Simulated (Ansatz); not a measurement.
**Cohesive energy of some cubic elemental metals**

Method: rVV10 in Ansatz (PAW). References are measured values corrected to a static lattice.

Values in eV/atom.

```tsv
solid	reference	rVV10	error (eV/atom)
bcc Mo	6.84	6.62	-0.22
fcc Cu	3.52	3.74	+0.22
bcc Cs	0.81	0.86	+0.05
bcc Ba	1.91	2.10	+0.19
fcc Rh	5.78	5.90	+0.12
fcc Ag	2.97	2.92	-0.05
fcc Ca	1.86	1.99	+0.13
```

Over these 7 solids the mean error is +0.06 eV/atom, the mean absolute error 0.14 eV/atom (median 0.13 eV/atom), and the worst case fcc Cu at +0.22 eV/atom; the value is too high in 5 of 7 cases.

All these references are brought to a static lattice.

Spin–orbit coupling is left out, also for the solids with elements from indium on (bcc Cs, bcc Ba); its size isn't shown.

Differences are worked out from the printed values.

Free atoms are spin-polarised, in the lowest state found; at levels without +SOC their spin–orbit coupling is left out. Each level is taken at its own relaxed cell. Ansatz's density-functional and Hartree–Fock values are scalar-relativistic unless marked +SOC, with PAW data made under PBE.

Ansatz's runs of these crystals have no spin polarisation.

Not in this set, of the elemental metals with a reference value in our tables and a result at some level: 33 for no value at rVV10 (not run, a failed fit, an unstable or unbound cell, or a value held back for tests); 2 for the spin–orbit terms of free Br, In, Sn, Te, I and atoms past barium, a cut that leaves lighter open-shell atoms' terms in the errors; 1 for a run that ended without the magnetic order (rVV10); 1 for a doubt noted on the run at rVV10; 1 for sources at odds. These can be a level's best or worst cases. Solids without a released value at any level aren't counted. Layered and molecular crystals are counted apart. The metals Ce to Yb are counted apart.

References as tabulated in Mejia-Rodriguez and Trickey (2018), arXiv:1807.09216; Jana et al. (2018), arXiv:1807.00350; Harl et al. (2010), doi:10.1103/physrevb.81.115126; Csonka et al. (2009), arXiv:0903.4037.

Ansatz is a first-principles code.
